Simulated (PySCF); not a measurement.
**A diatomic session: LiN**

What are the lowest state that PBE0 finds, the bond length, vibrational wavenumber and bond energy of LiN, and how much do these hang on the method?

Method: Li jorge-DZP-DKH, N jorge-DZP-DKH, spin-free X2C with a Gaussian nucleus; program: PySCF 2.14.0.

## (1) Input

The job is set up so:

```yaml
atoms: Li, N
charge: 0
basis: Li jorge-DZP-DKH, N jorge-DZP-DKH
Hamiltonian: spin-free X2C with a Gaussian nucleus
basis_functions: 30
electrons_treated: 10
masses_in_u: 7.0160, 14.0031
levels: PBE0, PBE, r²SCAN, MN15, LDA, BLYP, HF, MP2, SCS-MP2, CCSD, CCSD(T)
grid: 80 radial by 434 angular points
occupations: held fixed by the projection of orbital angular momentum
dissociation_limit: Li + N, each in its ground configuration
starting_distance_in_angstrom: 1.940
values_of_2S_to_try: 0, 2, 4
```

On the command line:

```bash
$ OMP_NUM_THREADS=1 python dia.py task.json out
```

The runs that follow: The PBE0 curve of the state that the search chose; Other states along the same grid; PBE (GGA); r²SCAN (meta-GGA); MN15; LDA; BLYP (GGA); UHF (mean field); Adding correlation.

Before running it: what results should come out? Wanted: for each run, Re; ωe; De; μ.

**Answer**, as computed:

Lowest PBE0 solution found, without spin–orbit coupling: ³Σ⁻ (triplet), unpaired electrons π ↑↑. State 2 has its PBE0 minimum 0.26 eV higher. State 3 has its PBE0 minimum 0.54 eV higher, as a spin-mixed determinant (⟨S²⟩ = 1.00), so this is no gap between pure states. State 4 has its PBE0 minimum 0.85 eV higher, as a spin-mixed determinant (⟨S²⟩ = 1.00), so this is no gap between pure states. The other levels ran on the lowest alone.

```csv
level,Re (Å),ωe (cm⁻¹),De (eV),μ (D)
LDA,1.924,602,1.93,-5.89
PBE,1.941,593,1.73,-5.96
BLYP,1.937,599,1.88,-5.81
r²SCAN,1.948,566,1.40,-6.34
PBE0,1.916,628,1.43,-6.70
MN15,1.916,623,1.80,-6.65
```

De is counted to Li + N in their ground configurations. A positive dipole means Li(−)N(+). No constants: UHF (no minimum is bracketed among the points kept); UHF-MP2 (the points don't follow one smooth fit); UHF-SCS-MP2 (the points don't follow one smooth fit); UHF-CCSD (fits of two degrees disagree); UHF-CCSD(T) (the points don't follow one smooth fit).

What this shows: Bond lengths run from 1.916 Å (MN15) to 1.948 Å (r²SCAN). Among the levels with a De in the table, it runs from 1.40 eV (r²SCAN) to 1.93 eV (LDA).

Correlated steps freeze 1 core orbital. T1 is 0.026 near the minimum (highest on the curve 0.192), which may point to more than one leading configuration.
